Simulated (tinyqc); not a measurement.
Born-Oppenheimer dynamics on the unrestricted B3LYP (VWN-RPA form)/sto-3g surface (energies and gradients from PySCF), for BH2, spin multiplicity 2, step by step. Computed by tinyqc, a small Python program that keeps every step (integrals from PySCF). Settings: charge = 0, multiplicity = 2, basis = sto-3g, functional = b3lyp, time step (fs) = 1.0, steps = 16. Command: `OMP_NUM_THREADS=1 python tinyqc.py 29063 29064 out.jsonl` (the two numbers bound the seeds that draw the settings). One thread of a shared host (Intel(R) Xeon(R) Processor @ 2.60GHz), about 10 s of CPU time with the checks.

positions (bohr):
```
           x         y        z
1B   0.05480   0.03779  0.00189
2H  -0.01134   1.91051  0.89006
3H   0.05669  -1.81414  0.88439
```

The total energy should stay constant up to terms of order dt^2; the step counts as short enough if it moves by less than 2 % of the largest kinetic energy.

Trajectory:
```
time (fs)  1B-2H (angstrom)  potential (hartree)  kinetic (hartree)  total (hartree)
0.00000             1.09736          -25.5846112          0.0013937      -25.5832175
1.00000             1.10793          -25.5863913          0.0029526      -25.5834388
2.00000             1.14202          -25.5914078          0.0075008      -25.5839071
3.00000             1.18668          -25.5927818          0.0088515      -25.5839302
4.00000             1.22797          -25.5895054          0.0058481      -25.5836573
5.00000             1.25542          -25.5853276          0.0019107      -25.5834168
6.00000             1.26318          -25.5839189          0.0005750      -25.5833439
7.00000             1.24979          -25.5864363          0.0029770      -25.5834593
8.00000             1.21806          -25.5910588          0.0073339      -25.5837248
9.00000             1.17528          -25.5937864          0.0098209      -25.5839655
10.00000            1.13316          -25.5914426          0.0076012      -25.5838414
11.00000            1.10576          -25.5864372          0.0030834      -25.5833538
12.00000            1.10396          -25.5857345          0.0024492      -25.5832853
13.00000            1.12880          -25.5902645          0.0065013      -25.5837632
14.00000            1.17070          -25.5933285          0.0093540      -25.5839745
15.00000            1.21545          -25.5913162          0.0075449      -25.5837713
16.00000            1.25045          -25.5867572          0.0032658      -25.5834914
```

Is the time step short enough?

No. The total energy moves within 7.6e-04 hartree; that is over 2 % of the largest kinetic energy, so the time step is too long.
